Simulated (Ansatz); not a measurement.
Worked example: correlation energy of BeLi⁻, singlet

Geometry: a point of a stretch scan, not a stationary point.

```xyz
2

Li    0.0000    0.0000    0.0000
Be    0.0000    0.0000    5.3680
```

Basis aug-cc-pVTZ; Ansatz 0.2.0. Correlated methods freeze the noble-gas cores, which leaves 4 electrons in 90 orbitals. R marks a restricted (for open shells ROHF) determinant. The metal's outer-core shells are frozen, which leaves out core–valence correlation.

Full CI is exact within this basis and frozen core; it isn't the basis-set limit.

Runs differ by some tens of microhartree through their thresholds, so steps under 0.03 kcal/mol mean nothing.

```json
{"level": "RHF", "total energy (hartree)": "-22.001763"}
{"level": "RMP2", "total energy (hartree)": "-22.049567"}
{"level": "RCCSD", "total energy (hartree)": "-22.075627"}
{"level": "RCCSD(T)", "total energy (hartree)": "-22.076467"}
{"level": "RCCSDT", "total energy (hartree)": "-22.076736"}
{"level": "RCCSDT(Q)", "total energy (hartree)": "-22.076798"}
{"level": "full CI", "total energy (hartree)": "-22.076814"}
```

**Question.** What is the correlation energy at full CI, and what share of it do RMP2 and RCCSD recover?

**Answer.** E(corr) = -22.076814 − (-22.001763) = -0.075051 hartree = -2.042 eV. RMP2: -0.047804 / -0.075051 = 63.70 %. RCCSD: -0.073864 / -0.075051 = 98.42 %.

**Question.** By how many kcal/mol does RCCSD(T) miss full CI (1 hartree = 627.509 kcal/mol), and which steps make up the rest?

**Answer.** -22.076467 − (-22.076814) = 0.000347 hartree = 0.22 kcal/mol. Steps: RCCSDT − RCCSD(T) = -0.17, RCCSDT(Q) − RCCSDT = -0.04, full CI − RCCSDT(Q) = -0.01 kcal/mol. That is within 1 kcal/mol of the reference in this basis, which itself misses far more of the correlation at the basis-set limit.
